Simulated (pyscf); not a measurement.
H₃Si–N=SiH–Cl (SMILES [SiH3]N=[SiH]Cl) + H₂ (SMILES [H][H]) -> HN=SiH–Cl (SMILES N=[SiH]Cl) + SiH₄ (SMILES [SiH4]), a four-centre exchange (singlet surface; N–Si, H–H broken, H–N, H–Si formed). Structures and frequencies: ωB97X-D3(BJ)/def2-SVP in PySCF. Energies in kJ/mol from the separated reactants.

Small-basis levels: PySCF, no dispersion term, spherical d functions. GFN2-xTB: tblite. Cost: rough CPU time at the saddle relative to B3LYP/6-31G*, from one job on a shared machine.

```csv
level,barrier,reaction energy,cost
HF/3-21G,277.9,+66.5,0.07
MP2/6-31G*,280.8,+68.9,0.1
PBE/6-31G*,200.0,+43.5,2
B3LYP/STO-3G,272.6,+37.7,0.6
B3LYP/6-31G*,236.3,+47.8,1
M06-2X/6-31G*,234.4,+63.8,2
GFN2-xTB,153.5,+3.4,under 0.02
ωB97M-D3(BJ)/def2-TZVP,217.4,+56.4,–
```

Against the last row the barrier runs from -63.8 (GFN2-xTB) to +63.5 kJ/mol (MP2/6-31G*). ωB97M-D3(BJ)/def2-TZVP has limits of its own. HN=SiH–Cl lies 110.3 kJ/mol over its isomer H₂N–Si:–Cl [singlet] (electronic energy, ωB97M-D3(BJ)/def2-TZVP). One saddle was located; it need not be the lowest between these sides.
